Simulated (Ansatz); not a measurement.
## H5NSSi, SMILES N[SiH2]S: vertical and adiabatic energies of changing the electron count, step by step

With the Ansatz DFT code, driven from Python.

The cells in order, each with its output:

```python
import itertools

import ansatz as az
from ase import Atoms
from ase.data import atomic_numbers, covalent_radii
import numpy as np
```

```python
atoms = Atoms(["N", "Si", "S", "H", "H", "H", "H", "H"], positions=[
    (-0.6334, 0.568, -1.1402),
    (0.5101, 0.1707, -0.0377),
    (-0.5314, -1.1022, 1.3131),
    (-0.9938, -0.2276, -1.5564),
    (-1.448, 1.0322, -0.6576),
    (0.9899, 1.402, 0.6547),
    (1.602, -0.568, -0.738),
    (0.5966, -1.3322, 2.1062),
])
system = az.Crystal.molecule_from_ase(atoms)

setup = (
    system.calculation()
    .basis(gaussian="def2-SVP")
    .functional("B3LYP", dispersion="d4")
)
symbols = [site.symbol for site in system.cartesian_sites]
start = np.array([site.position_ang for site in system.cartesian_sites], dtype=float)
rep = setup.relax(force_tolerance=0.01).run().report
end = np.array(rep["positions_ang"])
```

    

```python
minimum = az.Crystal.molecule()
for symbol, place in zip(symbols, end):
    minimum = minimum.atom(symbol, place.tolist())
ion = (
    minimum.calculation()
    .basis(gaussian="def2-SVP")
    .functional("B3LYP", dispersion="d4")
    .charge(1)
    .spin("collinear", total=1)
)
vertical = ion.run().report
settled = ion.relax(force_tolerance=0.01, max_steps=80).run().report
print(f"vertical ionisation energy   {vertical['free_energy_ev'] - rep['free_energy_ev']:.3f} eV")
print(f"adiabatic, no zero point     {settled['free_energy_ev'] - rep['free_energy_ev']:.3f} eV")
print(f"relaxation energy of the ion {vertical['free_energy_ev'] - settled['free_energy_ev']:.3f} eV")
ionised = np.array(settled["positions_ang"])
# pairs closer than 1.2 times the sum of covalent radii, before or after
radius = [covalent_radii[atomic_numbers[s]] for s in symbols]
span = lambda where, i, j: np.linalg.norm(where[i] - where[j])
bonded = [(i, j) for i, j in itertools.combinations(range(len(symbols)), 2) if min(span(end, i, j), span(ionised, i, j)) < 1.2 * (radius[i] + radius[j])]
print("pair        before    after (A)")
for i, j in bonded:
    print(f"{symbols[i]}{i}-{symbols[j]}{j}".ljust(10), f"{span(end, i, j):8.4f} {span(ionised, i, j):8.4f}")
```

    vertical ionisation energy   9.340 eV
    adiabatic, no zero point     8.739 eV
    relaxation energy of the ion 0.601 eV
    pair        before    after (A)
    N0-Si1       1.7244   1.7639
    N0-H3        1.0156   1.0239
    N0-H4        1.0156   1.0236
    Si1-S2       2.1784   2.2080
    Si1-H5       1.4899   1.4728
    Si1-H6       1.4899   1.4718
    S2-H7        1.3551   1.3603

Caveats:
- The energies are electronic: no zero-point or thermal terms, and the basis set is short of its limit. The product may relax into another structure. The relaxation finds the nearest minimum, so the adiabatic value is an upper bound.
- b3lyp holds the VWN-RPA fit, as in Gaussian; the form of ORCA and Turbomole is b3lyp5.
- The whole script took 84 s on 1 thread of Arm Neoverse V2 (shared host), peak memory 0.28 GiB.

(Lines on the test bed's own set-up are left out of the output.)
